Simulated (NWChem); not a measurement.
# One shape, several levels: C4H6F2 (SMILES FC/C=C/CF)

Aim: a comparison of 4 runs (HF/STO-3G, HF/3-21G, B3LYP/6-31G*) of C4H6F2. 

The results are computed with NWChem 7.3.0.

### 1 The molecule

C4H6F2: 12 atoms, total charge 0, spin state singlet. As SMILES, `FC/C=C/CF`. The shape is that of a PBE0-D4/def2-TZVP optimisation. This is a higher conformer, about 13 kJ/mol above the lowest found by a separate search.

Bond lengths: F1–C2 1.388 Å, C2–C3 1.485 Å, C3–C4 1.325 Å, C4–C5 1.485 Å, C5–F6 1.376 Å, C2–H7 1.094 Å, C2–H8 1.096 Å, C3–H9 1.086 Å, C4–H10 1.089 Å, C5–H11 1.097 Å, C5–H12 1.097 Å. Some angles: F1–C2–C3 110.4°, C2–C3–C4 123.1°, C3–C4–C5 125.1°, C4–C5–F6 112.0°, F1–C2–H7 108.0°, F1–C2–H8 106.8°, C3–C2–H7 111.4°, C3–C2–H8 111.2°, C2–C3–H9 116.9°, C4–C3–H9 120.0°.

### 2 Energy and gradient at HF/STO-3G (run 1)

job.nw

```
start job
title "C4H6F2"
memory 2200 mb
geometry noautosym nocenter noautoz
 F     -1.240700    -2.510700    -0.583000
 C     -0.038600    -1.905500    -0.242700
 C     -0.277200    -0.529700     0.261400
 C      0.273400     0.545300    -0.282600
 C      0.095000     1.936300     0.206600
 F     -0.723200     1.992700     1.311200
 H      0.600000    -1.899300    -1.130800
 H      0.425800    -2.533300     0.525700
 H     -0.925500    -0.428500     1.126500
 H      0.916600     0.448100    -1.155800
 H     -0.349900     2.562700    -0.576300
 H      1.062100     2.376800     0.478900
end
basis spherical bse
 F library STO-3G
 C library STO-3G
 H library STO-3G
end
scf
 thresh 1e-08
 maxiter 80
 noprint "final vectors analysis"
end
task scf gradient
```

On the command line:

```console
$ nwchem job.nw > job.out
```

Output:

```text
[...]
  functions       =    36
[...]
  wavefunction    = RHF
[...]
         Total SCF energy =   -349.133562116265
      One-electron energy =   -935.239994465075
      Two-electron energy =    358.985737056309
 Nuclear repulsion energy =    227.120695292501
        Time for solution =      2.4s
[...]
                         RHF ENERGY GRADIENTS
    atom               coordinates                        gradient
                 x          y          z           x          y          z
   1 F      -2.344583  -4.744535  -1.101710    0.007642   0.003690   0.002841
   2 C      -0.072943  -3.600873  -0.458636    0.007393   0.034400   0.012015
   3 C      -0.523832  -1.000988   0.493974   -0.010192  -0.053461  -0.003466
   4 C       0.516651   1.030468  -0.534037    0.000636   0.050340   0.008972
   5 C       0.179524   3.659076   0.390417    0.006757  -0.030919  -0.012388
   6 F      -1.366650   3.765657   2.477809    0.009310   0.000789  -0.012496
   7 H       1.133836  -3.589157  -2.136902   -0.006389  -0.001994  -0.000259
   8 H       0.804645  -4.787243   0.993429   -0.007508  -0.000621  -0.003074
   9 H      -1.748941  -0.809748   2.128776   -0.001297   0.000736   0.001505
  10 H       1.732123   0.846786  -2.184145    0.001791   0.000272  -0.003820
  11 H      -0.661215   4.842801  -1.089049   -0.002803  -0.002059   0.005957
[...]
```

Run time: 3.3 s. Hardware: 1 thread of Intel Xeon Platinum 8488C (Sapphire Rapids), shared host; peak memory 0.099 GiB.

### 3 Energy and forces at HF/3-21G (run 2)

run.py

```python
from ase import Atoms
from ase.calculators.nwchem import NWChem

mol = Atoms(['F', 'C', 'C', 'C', 'C', 'F', 'H', 'H', 'H', 'H', 'H', 'H'], positions=[
    [-1.240700, -2.510700, -0.583000],
    [-0.038600, -1.905500, -0.242700],
    [-0.277200, -0.529700, 0.261400],
    [0.273400, 0.545300, -0.282600],
    [0.095000, 1.936300, 0.206600],
    [-0.723200, 1.992700, 1.311200],
    [0.600000, -1.899300, -1.130800],
    [0.425800, -2.533300, 0.525700],
    [-0.925500, -0.428500, 1.126500],
    [0.916600, 0.448100, -1.155800],
    [-0.349900, 2.562700, -0.576300],
    [1.062100, 2.376800, 0.478900],
])

calc = NWChem(
    label='input',
    theory='scf',
    memory='2200 mb',
    basis='3-21G',
    basispar='spherical bse',
    scf={'nopen': '0', 'rhf': None, 'thresh': '1e-08', 'maxiter': '80'},
)
mol.calc = calc

forces = mol.get_forces()
e = mol.get_potential_energy()
print(f"E = {e:.6f} eV")
print("forces (eV/A):")
for s, f in zip(mol.symbols, forces):
    print(f"{s:2s} {f[0]:10.5f} {f[1]:10.5f} {f[2]:10.5f}")
print("dipole (e A):", mol.get_dipole_moment().round(4))
```

On the command line:

```console
$ export ASE_NWCHEM_COMMAND="nwchem PREFIX.nwi > PREFIX.nwo"
$ python run.py
```

Output:

```text
E = -9574.903592 eV
forces (eV/A):
F    -0.86620   -0.39960   -0.17854
C     1.06948   -0.38747   -0.06603
C     0.03810    1.22955    0.27233
C     0.10454   -1.08130   -0.21062
C     0.69985    0.88101   -0.84409
F    -0.71225   -0.21397    0.93023
H    -0.17340    0.04114    0.45884
H    -0.07965    0.39605   -0.33861
H     0.27264    0.00031   -0.42233
H    -0.26246    0.08114    0.36535
H     0.27830   -0.31383    0.25937
H    -0.36906   -0.23310   -0.22595
dipole (e A): [ 0.6349  0.2272 -0.2067]
```

The calculator wrote input.nwi:

```
title "input"

permanent_dir input

scratch_dir input

start input

geometry units angstrom nocenter noautosym noautoz
  F  -1.2406999999999999e+00 -2.5106999999999999e+00 -5.8299999999999996e-01
  C  -3.8600000000000002e-02 -1.9055000000000000e+00 -2.4270000000000000e-01
  C  -2.7720000000000000e-01 -5.2969999999999995e-01 2.6140000000000002e-01
  C  2.7339999999999998e-01 5.4530000000000001e-01 -2.8260000000000002e-01
  C  9.5000000000000001e-02 1.9362999999999999e+00 2.0660000000000001e-01
  F  -7.2319999999999995e-01 1.9926999999999999e+00 1.3111999999999999e+00
  H  5.9999999999999998e-01 -1.8993000000000000e+00 -1.1308000000000000e+00
  H  4.2580000000000001e-01 -2.5333000000000001e+00 5.2569999999999995e-01
  H  -9.2549999999999999e-01 -4.2849999999999999e-01 1.1265000000000001e+00
  H  9.1659999999999997e-01 4.4810000000000000e-01 -1.1557999999999999e+00
  H  -3.4989999999999999e-01 2.5627000000000000e+00 -5.7630000000000003e-01
  H  1.0621000000000000e+00 2.3767999999999998e+00 4.7889999999999999e-01
end

memory 2200 mb

basis spherical bse noprint
   * library 3-21G
end

scf
  nopen 0
  rhf
  thresh 1e-08
  maxiter 80
end

task scf gradient
```

input.nwo, cut to the lines that bear on the results:

```text
[...]
      One-electron energy =   -935.574483780330
[... 1 line left out ...]
 Nuclear repulsion energy =    227.120695292501
[... 42 lines left out ...]
                       ROHF Final Molecular Orbital Analysis
[... 244 lines left out ...]
     1   1 0 0      1.199822      0.000000    -29.537173
[...]
  wavefunction    =   RHF
                         RHF ENERGY GRADIENTS
    atom               coordinates                        gradient
                 x          y          z           x          y          z
   1 F      -2.344583  -4.744535  -1.101710    0.016845   0.007771   0.003472
   2 C      -0.072943  -3.600873  -0.458636   -0.020798   0.007535   0.001284
   3 C      -0.523832  -1.000988   0.493974   -0.000741  -0.023911  -0.005296
[... 8 lines of this table left out ...]
  12 H       2.007078   4.491501   0.904990    0.007177   0.004533   0.004394
[...]
```

Wall time 4.2 s (1 thread of Intel Xeon Platinum 8488C (Sapphire Rapids), shared host); peak memory 0.1 GiB.

Run 3 isn't shown in full; the table further down has it.

### 4 Energy and gradient at B3LYP/6-31G(d) (Cartesian functions) (run 4)

run.py

```python
from ase import Atoms
from ase.calculators.nwchem import NWChem

atoms = Atoms(['F', 'C', 'C', 'C', 'C', 'F', 'H', 'H', 'H', 'H', 'H', 'H'], positions=[
    [-1.240700, -2.510700, -0.583000],
    [-0.038600, -1.905500, -0.242700],
    [-0.277200, -0.529700, 0.261400],
    [0.273400, 0.545300, -0.282600],
    [0.095000, 1.936300, 0.206600],
    [-0.723200, 1.992700, 1.311200],
    [0.600000, -1.899300, -1.130800],
    [0.425800, -2.533300, 0.525700],
    [-0.925500, -0.428500, 1.126500],
    [0.916600, 0.448100, -1.155800],
    [-0.349900, 2.562700, -0.576300],
    [1.062100, 2.376800, 0.478900],
])

calc = NWChem(
    label='job',
    theory='dft',
    memory='2200 mb',
    basis='6-31G*',
    dft={'xc': 'b3lyp', 'mult': '1', 'grid': 'fine', 'convergence': 'energy 1e-08', 'iterations': '100', 'mulliken': None},
)
atoms.calc = calc

forces = atoms.get_forces()
print(f"energy = {atoms.get_potential_energy():.6f} eV")
print("forces (eV/A):")
for s, f in zip(atoms.symbols, forces):
    print(f"{s:2s} {f[0]:10.5f} {f[1]:10.5f} {f[2]:10.5f}")
print("dipole (e A):", atoms.get_dipole_moment().round(4))
```

On the command line:

```console
$ export ASE_NWCHEM_COMMAND="nwchem PREFIX.nwi > PREFIX.nwo"
$ python run.py
```

Output:

```text
energy = -9678.373472 eV
forces (eV/A):
F    -0.35301   -0.16321   -0.07302
C     0.09379   -0.17190   -0.02633
C    -0.18502   -0.09405    0.24045
C     0.23325    0.09940   -0.26333
C     0.08839    0.24734   -0.09467
F    -0.27701   -0.03661    0.36808
H     0.13555    0.00622   -0.05065
H     0.12022   -0.04438    0.06279
H    -0.04407    0.00015    0.05081
H     0.05888    0.00530   -0.07055
H     0.01260    0.08387   -0.10968
H     0.11652    0.06788   -0.03394
dipole (e A): [ 0.4773  0.2045 -0.1517]
```

The calculator wrote job.nwi:

```
title "job"

permanent_dir job

scratch_dir job

start job

geometry units angstrom nocenter noautosym noautoz
  F  -1.2406999999999999e+00 -2.5106999999999999e+00 -5.8299999999999996e-01
  C  -3.8600000000000002e-02 -1.9055000000000000e+00 -2.4270000000000000e-01
  C  -2.7720000000000000e-01 -5.2969999999999995e-01 2.6140000000000002e-01
  C  2.7339999999999998e-01 5.4530000000000001e-01 -2.8260000000000002e-01
  C  9.5000000000000001e-02 1.9362999999999999e+00 2.0660000000000001e-01
  F  -7.2319999999999995e-01 1.9926999999999999e+00 1.3111999999999999e+00
  H  5.9999999999999998e-01 -1.8993000000000000e+00 -1.1308000000000000e+00
  H  4.2580000000000001e-01 -2.5333000000000001e+00 5.2569999999999995e-01
  H  -9.2549999999999999e-01 -4.2849999999999999e-01 1.1265000000000001e+00
  H  9.1659999999999997e-01 4.4810000000000000e-01 -1.1557999999999999e+00
  H  -3.4989999999999999e-01 2.5627000000000000e+00 -5.7630000000000003e-01
  H  1.0621000000000000e+00 2.3767999999999998e+00 4.7889999999999999e-01
end

memory 2200 mb

basis noprint
   * library 6-31G*
end

dft
  xc b3lyp
  mult 1
  grid fine
  convergence energy 1e-08
  iterations 100
  mulliken
end

task dft gradient
```

job.nwo, cut to the lines that bear on the results:

```text
[...]
         Total DFT energy =     -355.673667758069
[...]
  wavefunction    = closed shell
                         DFT ENERGY GRADIENTS
    atom               coordinates                        gradient
                 x          y          z           x          y          z
   1 F      -2.344583  -4.744535  -1.101710    0.006865   0.003174   0.001420
   2 C      -0.072943  -3.600873  -0.458636   -0.001824   0.003343   0.000512
   3 C      -0.523832  -1.000988   0.493974    0.003598   0.001829  -0.004676
[... 8 lines of this table left out ...]
  12 H       2.007078   4.491501   0.904990   -0.002266  -0.001320   0.000660
[...]
```

It took 27 s on 1 thread of Intel Xeon Platinum 8488C (Sapphire Rapids), shared host; peak memory 0.13 GiB.

### 5 The series

| run | level | iteration cap | module | energy (Eh) | dipole moment (D) | largest force (eV/Å) | wall time |
| --- | --- | --- | --- | --- | --- | --- | --- |
| 1 | HF/STO-3G | 80 | scf | -349.133562 | 1.87 | 2.804 | 3.3 s |
| 2 | HF/3-21G | 80 | scf | -351.871220 | 3.39 | 1.407 | 4.2 s |
| 3 | B3LYP/6-31G* (spherical functions) | 100 | dft | -355.668423 | 2.60 | 0.440 | 26 s |
| 4 | B3LYP/6-31G* (Cartesian functions) | 100 | dft | -355.673668 | 2.60 | 0.462 | 27 s |

### 6 Results

| quantity | value |
| --- | --- |
| run 4: total energy | -355.67367 Eh |
| run 4: dipole moment | 2.60 D |
| run 4: HOMO energy | -7.28 eV |
| run 4: LUMO energy | 0.07 eV |
| run 4: HOMO–LUMO gap | 7.36 eV |
| run 4: largest force on an atom | 0.462 eV/Å |

The dipole moment (its size) runs from 1.87 D (HF/STO-3G) to 3.39 D (HF/3-21G). Over runs 2, 3, 4 the HOMO–LUMO gap runs from 7.36 eV (B3LYP/6-31G*) to 14.63 eV (HF/3-21G). The two ends differ in method and basis. In run 1 the basis is minimal, so the values are rough. All runs together took 60 s, the longest 27 s.
